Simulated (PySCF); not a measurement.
Atom-mapped SMILES (the numbers label the heavy atoms): `[O:1]=[P:2]([OH:3])([OH:4])[OH:5]` (H(Xn): hydrogen on atom n).

Geometry: PBE0-D3(BJ)/def2-SVP; GIAO absolute shieldings from PySCF 2.14.0 with density-fitted response routines, gas phase, non-relativistic, averaged over equivalent atoms.

At BHandHLYP/pcSseg-1 (107 basis functions, roughly 4 core-seconds):
```json
{"atoms": "O1", "σ (ppm)": "176.8"}
{"atoms": "O3/O4/O5", "σ (ppm)": "233.3"}
{"atoms": "P2", "σ (ppm)": "317.2"}
{"atoms": "H(O3)/H(O4)/H(O5)", "σ (ppm)": "28.30"}
```

Q: Predict the values at mPW1PW91/pcSseg-2 on the same geometry.

A: 
```json
{"atoms": "O1", "σ at mPW1PW91/pcSseg-2": "170.9", "change": "-5.9"}
{"atoms": "O3/O4/O5", "σ at mPW1PW91/pcSseg-2": "220.3", "change": "-13.0"}
{"atoms": "P2", "σ at mPW1PW91/pcSseg-2": "295.0", "change": "-22.2"}
{"atoms": "H(O3)/H(O4)/H(O5)", "σ at mPW1PW91/pcSseg-2": "28.17", "change": "-0.13"}
```

The largest change is at P2 (phosphorus bonded to 4 O). Cost: 229 basis functions, about 14 core-seconds.
